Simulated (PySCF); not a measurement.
**Atomic charges against the basis set**

Species: n-BuOMe, C₅H₁₂O.
Atom-mapped SMILES: `[CH3:1][CH2:2][CH2:3][CH2:4][O:5][CH3:6]` (hydrogens: H7, H8, H9 on C1; H10, H11 on C2; H12, H13 on C3; H14, H15 on C4; H16, H17, H18 on C6)

PBE0 throughout (PySCF), one geometry, spherical d and f functions. Isolated species at its PBE0-D3(BJ)/def2-SVP geometry (one conformer only). Atoms taken as equivalent share a column and are averaged. The first 7 of 11 kinds of atom are listed.

Mulliken charges (e):

```csv
basis,functions,C1,C2,C3,C4,O5,C6,H7/H8/H9
STO-3G,42,-0.230,-0.138,-0.144,-0.035,-0.218,-0.126,+0.077
6-31G,78,-0.489,-0.325,-0.311,-0.043,-0.528,-0.223,+0.164
pcSseg-0,78,-0.623,-0.544,-0.488,-0.061,-0.684,-0.294,+0.228
6-31G*,108,-0.522,-0.327,-0.338,-0.042,-0.470,-0.255,+0.173
def2-SVP,144,-0.061,-0.130,-0.086,+0.180,-0.402,+0.122,+0.040
cc-pVDZ,144,-0.071,-0.126,-0.083,+0.127,-0.324,+0.071,+0.042
pcSseg-1,162,-0.268,-0.302,-0.258,+0.083,-0.508,-0.035,+0.114
"6-311+G(2d,p)",234,-0.697,-0.045,-0.183,-0.183,-0.309,-0.189,+0.145
aug-cc-pVDZ,246,+0.378,+0.681,+0.481,+0.897,-0.550,+0.714,-0.128
def2-TZVP,258,-0.358,-0.198,-0.163,-0.045,-0.263,-0.219,+0.119
IGLO-III,330,-0.364,-0.201,-0.222,-0.050,-0.263,-0.230,+0.115
```

IAO charges (e):

| basis | functions | C1 | C2 | C3 | C4 | O5 | C6 | H7/H8/H9 |
| --- | --- | --- | --- | --- | --- | --- | --- | --- |
| STO-3G | 42 | -0.391 | -0.253 | -0.259 | -0.121 | -0.219 | -0.261 | +0.132 |
| 6-31G | 78 | -0.427 | -0.255 | -0.260 | -0.068 | -0.362 | -0.235 | +0.142 |
| pcSseg-0 | 78 | -0.418 | -0.265 | -0.267 | -0.060 | -0.361 | -0.216 | +0.140 |
| 6-31G* | 108 | -0.406 | -0.242 | -0.251 | -0.033 | -0.376 | -0.193 | +0.135 |
| def2-SVP | 144 | -0.395 | -0.236 | -0.245 | -0.028 | -0.374 | -0.183 | +0.131 |
| cc-pVDZ | 144 | -0.406 | -0.241 | -0.250 | -0.033 | -0.374 | -0.193 | +0.135 |
| pcSseg-1 | 162 | -0.405 | -0.244 | -0.250 | -0.034 | -0.383 | -0.192 | +0.135 |
| 6-311+G(2d,p) | 234 | -0.419 | -0.249 | -0.257 | -0.037 | -0.392 | -0.201 | +0.139 |
| aug-cc-pVDZ | 246 | -0.417 | -0.247 | -0.256 | -0.036 | -0.390 | -0.200 | +0.138 |
| def2-TZVP | 258 | -0.419 | -0.249 | -0.258 | -0.035 | -0.390 | -0.199 | +0.139 |
| IGLO-III | 330 | -0.420 | -0.249 | -0.258 | -0.037 | -0.392 | -0.202 | +0.139 |

Hirshfeld charges (e):

```json
{"basis": "STO-3G", "functions": "42", "C1": "-0.041", "C2": "-0.009", "C3": "-0.014", "C4": "+0.058", "O5": "-0.151", "C6": "+0.033", "H7/H8/H9": "+0.013"}
{"basis": "6-31G", "functions": "78", "C1": "-0.099", "C2": "-0.049", "C3": "-0.055", "C4": "+0.017", "O5": "-0.167", "C6": "-0.024", "H7/H8/H9": "+0.034"}
{"basis": "pcSseg-0", "functions": "78", "C1": "-0.100", "C2": "-0.047", "C3": "-0.056", "C4": "+0.015", "O5": "-0.143", "C6": "-0.030", "H7/H8/H9": "+0.034"}
{"basis": "6-31G*", "functions": "108", "C1": "-0.100", "C2": "-0.051", "C3": "-0.059", "C4": "+0.013", "O5": "-0.152", "C6": "-0.026", "H7/H8/H9": "+0.034"}
{"basis": "def2-SVP", "functions": "144", "C1": "-0.111", "C2": "-0.059", "C3": "-0.070", "C4": "+0.005", "O5": "-0.133", "C6": "-0.039", "H7/H8/H9": "+0.037"}
{"basis": "cc-pVDZ", "functions": "144", "C1": "-0.108", "C2": "-0.057", "C3": "-0.068", "C4": "+0.005", "O5": "-0.125", "C6": "-0.039", "H7/H8/H9": "+0.036"}
{"basis": "pcSseg-1", "functions": "162", "C1": "-0.113", "C2": "-0.062", "C3": "-0.073", "C4": "+0.004", "O5": "-0.140", "C6": "-0.040", "H7/H8/H9": "+0.039"}
{"basis": "6-311+G(2d,p)", "functions": "234", "C1": "-0.114", "C2": "-0.069", "C3": "-0.079", "C4": "-0.002", "O5": "-0.148", "C6": "-0.041", "H7/H8/H9": "+0.039"}
{"basis": "aug-cc-pVDZ", "functions": "246", "C1": "-0.121", "C2": "-0.072", "C3": "-0.082", "C4": "-0.005", "O5": "-0.143", "C6": "-0.048", "H7/H8/H9": "+0.042"}
{"basis": "def2-TZVP", "functions": "258", "C1": "-0.117", "C2": "-0.068", "C3": "-0.078", "C4": "-0.003", "O5": "-0.141", "C6": "-0.045", "H7/H8/H9": "+0.040"}
{"basis": "IGLO-III", "functions": "330", "C1": "-0.121", "C2": "-0.071", "C3": "-0.081", "C4": "-0.005", "O5": "-0.142", "C6": "-0.048", "H7/H8/H9": "+0.041"}
```

Q: Which scheme is steadiest as the basis changes?

A: Largest range over the bases for any column: Hirshfeld 0.08 e, IAO 0.17 e, Mulliken 1.23 e. Hirshfeld charges move least and Mulliken charges most, counted in e. Without the minimal STO-3G basis the ranges are Hirshfeld 0.04, IAO 0.05, Mulliken 1.23 e.

Q: How much do the charges still move between the two largest bases, def2-TZVP and IGLO-III?

A: At most, over all atoms: Mulliken 0.059 e, IAO 0.003 e, Hirshfeld 0.004 e.

Q: What do the same runs give for the total energy, the frontier levels and the dipole moment?

A: 
```json
{"basis": "STO-3G", "energy (Eh)": "-269.2892", "HOMO (eV)": "-3.97", "LUMO (eV)": "8.73", "μ (D)": "1.00"}
{"basis": "6-31G", "energy (Eh)": "-272.5582", "HOMO (eV)": "-7.05", "LUMO (eV)": "2.77", "μ (D)": "1.39"}
{"basis": "pcSseg-0", "energy (Eh)": "-272.0063", "HOMO (eV)": "-7.11", "LUMO (eV)": "2.24", "μ (D)": "1.50"}
{"basis": "6-31G*", "energy (Eh)": "-272.6347", "HOMO (eV)": "-7.08", "LUMO (eV)": "2.84", "μ (D)": "1.07"}
{"basis": "def2-SVP", "energy (Eh)": "-272.4436", "HOMO (eV)": "-7.21", "LUMO (eV)": "1.87", "μ (D)": "1.10"}
{"basis": "cc-pVDZ", "energy (Eh)": "-272.6524", "HOMO (eV)": "-7.13", "LUMO (eV)": "1.98", "μ (D)": "1.00"}
{"basis": "pcSseg-1", "energy (Eh)": "-272.6071", "HOMO (eV)": "-7.30", "LUMO (eV)": "1.54", "μ (D)": "1.18"}
{"basis": "6-311+G(2d,p)", "energy (Eh)": "-272.7207", "HOMO (eV)": "-7.37", "LUMO (eV)": "0.44", "μ (D)": "1.12"}
{"basis": "aug-cc-pVDZ", "energy (Eh)": "-272.6718", "HOMO (eV)": "-7.35", "LUMO (eV)": "-0.02", "μ (D)": "1.07"}
{"basis": "def2-TZVP", "energy (Eh)": "-272.7419", "HOMO (eV)": "-7.35", "LUMO (eV)": "1.21", "μ (D)": "1.05"}
{"basis": "IGLO-III", "energy (Eh)": "-272.7508", "HOMO (eV)": "-7.36", "LUMO (eV)": "0.83", "μ (D)": "1.07"}
```

The dipole is fixed by the density alone, so its range of 0.50 D shows that the density itself changes with the basis, not only its division among atoms.
